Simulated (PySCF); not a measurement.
trans-butane (C$_{4}$H$_{10}$), singlet, geometry from GFN2-xTB; PySCF with HF/6-31G.

Input for PySCF:
```python
from pyscf import gto, scf

mol = gto.M(
    atom='''
C     0.69972710    1.81214548   -0.01176203
C     0.70675440    0.28853896    0.00289920
C    -0.70675440   -0.28853896   -0.00289920
C    -0.69972710   -1.81214548    0.01176203
H     1.71545059    2.20096356   -0.00734751
H    -1.71545059   -2.20096356    0.00734751
H     0.18011936    2.19963272    0.86211672
H     0.19425279    2.18273075   -0.90112412
H    -0.19425279   -2.18273075    0.90112412
H    -0.18011936   -2.19963272   -0.86211672
H     1.24912394   -0.08031491   -0.87090544
H     1.23499164   -0.06341428    0.89219486
H    -1.23499164    0.06341428   -0.89219486
H    -1.24912394    0.08031491    0.87090544
''',
    basis='6-31g',
    verbose=4,
)

mf = scf.RHF(mol)
mf.kernel()
mf.analyze()
```

Q: What does PySCF print? Leave out banner, timings and long lists.

A: 
```
PySCF version 2.14.0

[INPUT] verbose = 4
[INPUT] num. atoms = 14
[INPUT] num. electrons = 34
[INPUT] charge = 0
[INPUT] spin (= nelec alpha-beta = 2S) = 0
[INPUT] symmetry False subgroup None
[INPUT] Mole.unit = angstrom
[INPUT] Symbol           X                Y                Z      unit          X                Y                Z       unit  Magmom
[INPUT]  1 C      0.699727100000   1.812145480000  -0.011762030000 AA    1.322292580936   3.424458655068  -0.022227015369 Bohr   0.0
[INPUT]  2 C      0.706754400000   0.288538960000   0.002899200000 AA    1.335572253331   0.545259610667   0.005478693980 Bohr   0.0
[INPUT]  3 C     -0.706754400000  -0.288538960000  -0.002899200000 AA   -1.335572253331  -0.545259610667  -0.005478693980 Bohr   0.0
[INPUT]  4 C     -0.699727100000  -1.812145480000   0.011762030000 AA   -1.322292580936  -3.424458655068   0.022227015369 Bohr   0.0
[INPUT]  5 H      1.715450590000   2.200963560000  -0.007347510000 AA    3.241731795324   4.159218338548  -0.013884781598 Bohr   0.0
[INPUT]  6 H     -1.715450590000  -2.200963560000   0.007347510000 AA   -3.241731795324  -4.159218338548   0.013884781598 Bohr   0.0
[INPUT]  7 H      0.180119360000   2.199632720000   0.862116720000 AA    0.340376260132   4.156703415432   1.629164488208 Bohr   0.0
[INPUT]  8 H      0.194252790000   2.182730750000  -0.901124120000 AA    0.367084572033   4.124763321166  -1.702877791040 Bohr   0.0
[INPUT]  9 H     -0.194252790000  -2.182730750000   0.901124120000 AA   -0.367084572033  -4.124763321166   1.702877791040 Bohr   0.0
[INPUT] 10 H     -0.180119360000  -2.199632720000  -0.862116720000 AA   -0.340376260132  -4.156703415432  -1.629164488208 Bohr   0.0
[INPUT] 11 H      1.249123940000  -0.080314910000  -0.870905440000 AA    2.360502142238  -0.151773183619  -1.645772761994 Bohr   0.0
[INPUT] 12 H      1.234991640000  -0.063414280000   0.892194860000 AA    2.333795965727  -0.119835621586   1.686003935145 Bohr   0.0
[INPUT] 13 H     -1.234991640000   0.063414280000  -0.892194860000 AA   -2.333795965727   0.119835621586  -1.686003935145 Bohr   0.0
[INPUT] 14 H     -1.249123940000   0.080314910000   0.870905440000 AA   -2.360502142238   0.151773183619   1.645772761994 Bohr   0.0

nuclear repulsion = 131.251156895084
number of shells = 40
number of NR pGTOs = 128
number of NR cGTOs = 56
basis = 6-31g
ecp = {}

******** <class 'pyscf.scf.hf.RHF'> ********
method = RHF
initial guess = minao
damping factor = 0
level_shift factor = 0
DIIS = <class 'pyscf.scf.diis.CDIIS'>
diis_start_cycle = 1
diis_space = 8
diis_damp = 0
SCF conv_tol = 1e-09
SCF conv_tol_grad = None
SCF max_cycles = 50
direct_scf = True
direct_scf_tol = 1e-13
Set gradient conv threshold to 3.16228e-05
Initial guess from minao.
init E= -157.790045379041
  HOMO = -0.339318377673637  LUMO = 0.156055330081775  gap/eV = 13.47981
cycle= 1 E= -157.205562491523  delta_E= 0.584  |g|= 0.268  |ddm|= 2.81
  HOMO = -0.456328693477364  LUMO = 0.222319121984036  gap/eV = 18.46695
cycle= 2 E= -157.232452701271  delta_E= -0.0269  |g|= 0.066  |ddm|= 0.322
  HOMO = -0.442377111154929  LUMO = 0.231780246916208  gap/eV = 18.34476
cycle= 3 E= -157.233991360545  delta_E= -0.00154  |g|= 0.0179  |ddm|= 0.0985
  HOMO = -0.450293311989018  LUMO = 0.229645043652001  gap/eV = 18.50207
cycle= 4 E= -157.234086552232  delta_E= -9.52e-05  |g|= 0.00217  |ddm|= 0.0213
  HOMO = -0.450164429615661  LUMO = 0.229769853322283  gap/eV = 18.50195
cycle= 5 E= -157.234088519335  delta_E= -1.97e-06  |g|= 0.000245  |ddm|= 0.00522
  HOMO = -0.450170405575289  LUMO = 0.22977046104117  gap/eV = 18.50213
cycle= 6 E= -157.234088540154  delta_E= -2.08e-08  |g|= 7.31e-05  |ddm|= 0.000441
  HOMO = -0.450174146737295  LUMO = 0.229767963277495  gap/eV = 18.50217
cycle= 7 E= -157.234088542132  delta_E= -1.98e-09  |g|= 1.36e-05  |ddm|= 0.000136
  HOMO = -0.450172209025952  LUMO = 0.229768330634571  gap/eV = 18.50212
cycle= 8 E= -157.234088542259  delta_E= -1.27e-10  |g|= 1.43e-06  |ddm|= 4.99e-05
  HOMO = -0.450172114575816  LUMO = 0.229768388602722  gap/eV = 18.50212
Extra cycle  E= -157.23408854226  delta_E= -1.25e-12  |g|= 5.25e-07  |ddm|= 3.13e-06
converged SCF energy = -157.23408854226
**** SCF Summaries ****
Total Energy =                        -157.234088542260452
Nuclear Repulsion Energy =             131.251156895083682
One-electron Energy =                 -470.332465781364135
Two-electron Energy =                  181.847220344020030
Two-electron Coulomb Energy =          206.129881428491331
DFT Exchange-Correlation Energy =      -24.282661084471300
HOMO-LUMO gap [eV] =                    18.502123502624237
**** MO energy ****
MO #1   energy= -11.2160757245968  occ= 2
MO #2   energy= -11.2154895662179  occ= 2
MO #3   energy= -11.2080804086629  occ= 2
MO #4   energy= -11.208079141244   occ= 2
MO #5   energy= -1.07711246729276  occ= 2
MO #6   energy= -0.985829949551284 occ= 2
MO #7   energy= -0.863031621693489 occ= 2
MO #8   energy= -0.79011036583074  occ= 2
MO #9   energy= -0.643118019624188 occ= 2
MO #10  energy= -0.586718110913308 occ= 2
MO #11  energy= -0.574273694619337 occ= 2
MO #12  energy= -0.569748179718548 occ= 2
MO #13  energy= -0.513398365066581 occ= 2
MO #14  energy= -0.493808812413831 occ= 2
MO #15  energy= -0.464862214982209 occ= 2
MO #16  energy= -0.459103746699442 occ= 2
MO #17  energy= -0.450172114575816 occ= 2
MO #18  energy= 0.229768388602722  occ= 0
MO #19  energy= 0.260537959669642  occ= 0
MO #20  energy= 0.27879772515274   occ= 0
MO #21  energy= 0.291301759755115  occ= 0
MO #22  energy= 0.318730801077053  occ= 0
MO #23  energy= 0.33679127776807   occ= 0
MO #24  energy= 0.337375034656179  occ= 0
MO #25  energy= 0.337758308529537  occ= 0
 ** Mulliken pop on meta-lowdin orthogonal AOs  **
 ** Mulliken pop  **
 ** Mulliken atomic charges  **
charge of    0C =     -0.28952
charge of    1C =     -0.15550
charge of    2C =     -0.15550
charge of    3C =     -0.28952
charge of    4H =      0.09462
charge of    5H =      0.09462
charge of    6H =      0.09206
charge of    7H =      0.09206
charge of    8H =      0.09206
charge of    9H =      0.09206
charge of   10H =      0.08314
charge of   11H =      0.08314
charge of   12H =      0.08314
charge of   13H =      0.08314
Dipole moment(X, Y, Z, Debye): -0.00000, -0.00000, -0.00000
```
